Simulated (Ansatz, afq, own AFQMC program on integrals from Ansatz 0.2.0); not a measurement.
Where AFQMC and coupled cluster stand for HBrF, doublet

```json
{"atom": "Br", "x (Å)": "0.0000", "y (Å)": "0.0000", "z (Å)": "-1.3867"}
{"atom": "H", "x (Å)": "0.0000", "y (Å)": "0.0000", "z (Å)": "0.1593"}
{"atom": "F", "x (Å)": "0.0000", "y (Å)": "0.0000", "z (Å)": "1.2273"}
```

Connectivity, by distances: Br ··· F, 1 bridging H.

Basis cc-pVTZ. Noble-gas cores (and the filled d shells of Ga–Kr and In–Xe) are frozen. Ansatz 0.2.0 and our own AFQMC program on the same integrals; the CISD trial comes from CCSD amplitudes, and released means the phaseless constraint is let go. Error bars are statistical, one sigma. No spin–orbit coupling.

Determinant: UHF, the one that the program's search chose, which needn't be the lowest solution. The geometry is a point of a scan.

No full CI on the walks' own integrals is used here; CCSDT(Q) serves as the reference and is uncertain by about the last step of the cluster series.

Cautions: no relativity below Rb; no spin-orbit coupling; inner d shell frozen; the released energies are still falling, so no released level is given (meV from the phaseless value at times in 1/Eh: -19 ± 7 at 0.24, -23 ± 8 at 0.51, -39 ± 8 at 0.99, -26 ± 14 at 1.50), though the last usable value meets CCSDT(Q) within the noise.

```
T1 diagnostic                               : 0.0149
weight of the determinant in the CISD state : 0.885
⟨S²⟩ of the determinant                     : 0.759
size of the correlated space                : 15 electrons in 72 orbitals
```

| level | correlation energy (eV) |
| --- | --- |
| MP2 | -11.5106 |
| CCSD | -11.9999 |
| CCSD(T) | -12.3617 |

Problem. Estimate where phaseless AFQMC with a CISD trial lies against CCSD(T) on the same integrals.

Solution. 4.3 ± 5.9 meV below CCSD(T). The gap is under twice the noise, so this walk alone can't tell the two apart.

Reference: CCSDT(Q), correlation energy -12.394 eV.

| level | E − E(reference) (meV) | share of correlation (%) |
| --- | --- | --- |
| CCSD(T) | 32.7 | 99.74 |
| CCSDT | 14.5 | 99.88 |
| ph-AFQMC/CISD | 28.4 ± 5.9 | 99.77 |

A walk keeps the symmetry of its determinant, which the program's search chose and which needn't be the lowest solution, so a lower state of the same spin and another symmetry isn't excluded.
